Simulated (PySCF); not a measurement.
**C2H5, SMILES `[CH2]C` (charge 0, multiplicity 2)**

The numbers are results of PBE-D3(BJ)/def2-TZVP // CAM-B3LYP-D3(BJ)/def2-TZVP in PySCF, not measurements.

highest occupied spin orbital: -4.54 eV
dipole moment: 0.35 D
total energy: -79.0670 Ha
cost: around 80 core-seconds (rough)

Bonded distances (Å): C1–C2 1.480, C1–H3 1.081, C1–H4 1.081, C2–H5 1.091, C2–H6 1.091, C2–H7 1.099. Bond angles (°): C2–C1–H3 121.0, C2–C1–H4 120.9, H3–C1–H4 117.7, C1–C2–H5 111.8, C1–C2–H6 111.8, C1–C2–H7 111.7, H5–C2–H6 108.3, H5–C2–H7 106.4, H6–C2–H7 106.5.
Charge 0, spin multiplicity 2.
